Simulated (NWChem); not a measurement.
# [CHO2]− (SMILES O=C[O-]) at 6 levels

Wanted: a comparison of 6 runs (HF/STO-3G, HF/3-21G, B3LYP/6-31G*, B3LYP/cc-pVTZ, PBE0/cc-pVTZ) of [CHO2]−. 

The results are computed with NWChem 7.3.0.

2 further runs of the same task are left out: 1 that didn't finish, 1 set aside as unsound or not needed.

### Step 1. The system as given

[CHO2]− has 4 atoms, charge -1, and is taken as a singlet. As SMILES, `O=C[O-]`. The coordinates come from a PBE0-D4/def2-TZVPD relaxation.

Bond lengths: O1–C2 1.246 Å, C2–O3 1.246 Å, C2–H4 1.139 Å. Angles: O1–C2–O3 130.4°, O1–C2–H4 114.8°, O3–C2–H4 114.8°.

### Step 2. Energy and gradient at HF/STO-3G (run 1)

Input file cho2.nw:

```
start cho2
title "CHO2"
memory 2200 mb
charge -1

geometry noautosym nocenter noautoz
  O       -1.183780       0.021190       0.418310
  C       -0.008510      -0.020630       0.007780
  O        0.790720      -0.973690      -0.058790
  H        0.401570       0.973130      -0.367300
end

basis "ao basis" spherical bse
  O library STO-3G
  C library STO-3G
  H library STO-3G
end

scf
  thresh 1e-08
  maxiter 80
end

task scf gradient
```

Command:

```bash
$ nwchem cho2.nw > cho2.out
```

The program printed:

```text
[...]
  functions       =    16
[...]
  wavefunction    = RHF
[...]
         Total SCF energy =   -185.454696274416
      One-electron energy =   -390.568035365040
      Two-electron energy =    142.353306695864
 Nuclear repulsion energy =     62.760032394760
        Time for solution =      0.6s
[...]
                         RHF ENERGY GRADIENTS
    atom               coordinates                        gradient
                 x          y          z           x          y          z
   1 O      -2.237020   0.040043   0.790491    0.035617  -0.001835  -0.012310
   2 C      -0.016082  -0.038985   0.014702   -0.006835  -0.016594   0.006256
   3 O       1.494244  -1.840007  -0.111097   -0.024617   0.028519   0.002244
   4 H       0.758857   1.838949  -0.694096   -0.004165  -0.010090   0.003810
[...]
```

Wall time 1.3 s (1 thread of Intel Xeon Platinum 8259CL at 2.50GHz (Skylake/Cascade Lake), shared host); peak memory 0.099 GiB.

### Step 3. Energy and gradient at HF/3-21G (run 2)

Input file struct.xyz:

```xyz
4
CHO2
O     -1.183780     0.021190     0.418310
C     -0.008510    -0.020630     0.007780
O      0.790720    -0.973690    -0.058790
H      0.401570     0.973130    -0.367300
```

Input file struct.nw:

```
start struct
title "CHO2"
memory stack 880 mb heap 220 mb global 1100 mb
charge -1

geometry units angstrom noautosym nocenter noautoz
  load struct.xyz
end

basis "ao basis" spherical bse
  * library 3-21G
end

scf
  thresh 1e-08
  maxiter 80
  print low
end

task scf gradient
```

Command:

```bash
$ nwchem struct.nw > struct.out
```

The program printed:

```text
[...]
  functions       =    29
[...]
  wavefunction    = RHF
[...]
         Total SCF energy =   -187.104519714625
      One-electron energy =   -388.945250210467
      Two-electron energy =    139.080698101082
 Nuclear repulsion energy =     62.760032394760
        Time for solution =      0.7s
[...]
                         RHF ENERGY GRADIENTS
    atom               coordinates                        gradient
                 x          y          z           x          y          z
   1 O      -2.237020   0.040043   0.790491    0.004123  -0.002033  -0.001005
   2 C      -0.016082  -0.038985   0.014702   -0.002156  -0.005249   0.001974
   3 O       1.494244  -1.840007  -0.111097   -0.004099   0.002113   0.000981
   4 H       0.758857   1.838949  -0.694096    0.002132   0.005170  -0.001950
 Task  times  cpu:        0.9s     wall:        0.9s
 Total times  cpu:        0.9s     wall:        0.9s
```

Wall time 1.5 s (1 thread of Intel Xeon Platinum 8259CL at 2.50GHz (Skylake/Cascade Lake), shared host); peak memory 0.1 GiB.

Runs 3 to 4 aren't shown in full; the table further down has their settings and results.

### Step 4. Energy and gradient at B3LYP/cc-pVTZ (run 5)

Input file cho2.nw:

```
start cho2
memory total 2200 mb
charge -1
geometry units angstroms noautosym nocenter noautoz
  O    -1.183780    0.021190    0.418310
  C    -0.008510   -0.020630    0.007780
  O     0.790720   -0.973690   -0.058790
  H     0.401570    0.973130   -0.367300
end
basis spherical bse
  * library cc-pVTZ
end
dft
  xc b3lyp
  mult 1
  grid fine
  convergence energy 1e-08
  iterations 100
  mulliken
  print medium
end
task dft gradient
```

Command:

```bash
$ nwchem cho2.nw > cho2.out
```

The program printed:

```text
[...]
          Wavefunction type:  closed shell.
          No. of atoms     :     4
          No. of electrons :    24
[...]
          Charge           :    -1
          Spin multiplicity:     1
[...]
          AO basis - number of functions:   104
[...]
              XC Information
              --------------
                         B3LYP Method XC Potential
                     Hartree-Fock (Exact) Exchange  0.200
                        Slater Exchange Functional  0.800 local
                    Becke 1988 Exchange Functional  0.720 non-local
              Lee-Yang-Parr Correlation Functional  0.810
                  VWN I RPA Correlation Functional  0.190 local
[...]
 d= 0,ls=0.0,diis     1   -189.0892762190 -2.52D+02  1.22D-02  1.99D+00     2.9
[...]
 d= 0,ls=0.0,diis     8   -189.2720173036 -1.04D-10  1.22D-06  4.36D-08    19.0
         Total DFT energy =     -189.272017303552
      One electron energy =     -390.183761565830
           Coulomb energy =      161.381633299243
    Exchange-Corr. energy =      -23.229921431725
 Nuclear repulsion energy =       62.760032394760
[...]
      Total Density - Mulliken Population Analysis
     ---------------------------------------------
    Atom       Charge   Shell Charges
 -----------   ------   -------------------------------------------------------
    1 O    8     8.51   1.94  0.25  0.98  0.51  1.31  2.06  1.43  0.00  0.03  0.00
    2 C    6     5.74   1.96  0.20  0.75  0.19  0.84  1.15  0.52  0.06  0.05  0.02
    3 O    8     8.51   1.94  0.25  0.98  0.51  1.31  2.06  1.43  0.00  0.03  0.00
    4 H    1     1.23   0.28  0.59  0.35  0.01 -0.00  0.00
[...]
  wavefunction    = closed shell
                         DFT ENERGY GRADIENTS
    atom               coordinates                        gradient
                 x          y          z           x          y          z
   1 O      -2.237020   0.040043   0.790491    0.004054  -0.001558  -0.001090
   2 C      -0.016082  -0.038985   0.014702    0.000473   0.001187  -0.000445
   3 O       1.494244  -1.840007  -0.111097   -0.003713   0.002351   0.000788
   4 H       0.758857   1.838949  -0.694096   -0.000815  -0.001979   0.000747
[...]
```

It took 30 s on 1 thread of Intel Xeon Platinum 8259CL at 2.50GHz (Skylake/Cascade Lake), shared host; peak memory 0.13 GiB.

### Step 5. Energy and forces at PBE0/cc-pVTZ (run 6)

Input file mol.nw:

```
start mol
title "CHO2 PBE0"
memory 2200 mb
charge -1

geometry noautosym nocenter noautoz
  O     -1.183780     0.021190     0.418310
  C     -0.008510    -0.020630     0.007780
  O      0.790720    -0.973690    -0.058790
  H      0.401570     0.973130    -0.367300
end

basis spherical bse
  * library cc-pVTZ
end

dft
  xc pbe0
  grid fine
  convergence energy 1e-08
  iterations 100
  mulliken
end

task dft gradient
```

Command:

```bash
$ nwchem mol.nw > mol.out
```

The program printed:

```text
[...]
          Wavefunction type:  closed shell.
          No. of atoms     :     4
          No. of electrons :    24
[...]
          Charge           :    -1
          Spin multiplicity:     1
[...]
          AO basis - number of functions:   104
[...]
              XC Information
              --------------
                         PBE0 Method XC Functional
                     Hartree-Fock (Exact) Exchange  0.250
          PerdewBurkeErnzerhof Exchange Functional  0.750
            Perdew 1991 LDA Correlation Functional  1.000 local
           PerdewBurkeErnz. Correlation Functional  1.000 non-local
[...]
 d= 0,ls=0.0,diis     1   -188.8898604531 -2.52D+02  1.21D-02  1.73D+00     2.8
[...]
 d= 0,ls=0.0,diis     8   -189.0614218214 -1.51D-09  7.87D-07  2.24D-08    18.6
         Total DFT energy =     -189.061421821355
      One electron energy =     -390.141790665277
           Coulomb energy =      161.334540721170
    Exchange-Corr. energy =      -23.014204272008
 Nuclear repulsion energy =       62.760032394760
[...]
      Total Density - Mulliken Population Analysis
     ---------------------------------------------
    Atom       Charge   Shell Charges
 -----------   ------   -------------------------------------------------------
    1 O    8     8.51   1.94  0.25  0.99  0.52  1.29  2.09  1.41  0.00  0.03  0.00
    2 C    6     5.76   1.96  0.19  0.76  0.18  0.82  1.20  0.49  0.06  0.08  0.02
    3 O    8     8.51   1.94  0.25  0.99  0.52  1.29  2.09  1.41  0.00  0.03  0.00
    4 H    1     1.22   0.27  0.60  0.34  0.01  0.00  0.00
[...]
  wavefunction    = closed shell
                         DFT ENERGY GRADIENTS
    atom               coordinates                        gradient
                 x          y          z           x          y          z
   1 O      -2.237020   0.040043   0.790491   -0.001644  -0.001168   0.000857
   2 C      -0.016082  -0.038985   0.014702    0.002159   0.005254  -0.001983
   3 O       1.494244  -1.840007  -0.111097    0.000285  -0.002142   0.000392
   4 H       0.758857   1.838949  -0.694096   -0.000801  -0.001944   0.000734
[...]
```

It took 29 s on 1 thread of Intel Xeon Platinum 8259CL at 2.50GHz (Skylake/Cascade Lake), shared host; peak memory 0.12 GiB.

### Step 6. All runs side by side

| run | level | Cartesian functions | iteration cap | energy (Eh) | largest force (eV/Å) | wall time |
| --- | --- | --- | --- | --- | --- | --- |
| 1 | HF/STO-3G | no | 80 | -185.454696 | 1.941 | 1.3 s |
| 2 | HF/3-21G | no | 80 | -187.104520 | 0.309 | 1.5 s |
| 3 | B3LYP/6-31G* (Cartesian functions) | yes | 100 | -189.177231 | 0.722 | 11 s |
| 4 | B3LYP/6-31G* (spherical functions) | no | 100 | -189.172835 | 0.734 | 12 s |
| 5 | B3LYP/cc-pVTZ | no | 100 | -189.272017 | 0.230 | 30 s |
| 6 | PBE0/cc-pVTZ | no | 100 | -189.061422 | 0.309 | 29 s |

### Step 7. What came out

| quantity | value |
| --- | --- |
| run 6: total energy | -189.06142 Eh |
| run 6: HOMO energy | -0.64 eV |
| run 6: LUMO energy | 7.57 eV |
| run 6: HOMO–LUMO gap (to an unbound level, set by the basis) | 8.21 eV |
| run 6: largest force on an atom | 0.309 eV/Å |

**Reading.** Over runs 1, 5, 6 the HOMO–LUMO gap runs from 7.62 eV (B3LYP/cc-pVTZ) to 16.41 eV (HF/STO-3G). The two ends differ in method and basis. The empty levels of an anion lie above zero and hang on the basis. Totals of different functionals can't be ranked against each other. In run 1 the HOMO lies above zero, so the outermost electron may be held by the basis alone. In run 1 the basis is minimal, so the values are rough. All runs together took 85 s, the longest 30 s.
